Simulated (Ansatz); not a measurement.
Species, as SMILES: FOF.
Geometry (B3LYP-D3(BJ)/def2-TZVP, fixed):
```
O
F 1 1.4020
F 1 1.4020 2 103.99
```
Charge 0, spin multiplicity 1.

Basis-set convergence of the dipole moment at PBE with Ansatz (a first-principles code). Dipoles come from the density behind the forces; the sign is taken along the dipole that this method gives in the largest set. All functions are spherical. No added dispersion term, no relativity. Reference: the value in aug-pcseg-3, 0.267 D.

```csv
basis,functions,dipole moment (D)
6-31G,27,[?]
def2-SVP,42,0.191
6-311G**,54,0.236
6-311+G**,66,[?]
def2-SVPD,69,[?]
cc-pVTZ,90,0.237
pcseg-2,90,0.266
aug-cc-pVTZ,138,[?]
def2-QZVPP,171,0.262
```

Problem. Some entries are withheld; supply them.

Solution. 
- 6-31G, dipole moment (D): 0.168
- 6-311+G**, dipole moment (D): 0.303
- def2-SVPD, dipole moment (D): 0.250
- aug-cc-pVTZ, dipole moment (D): 0.271
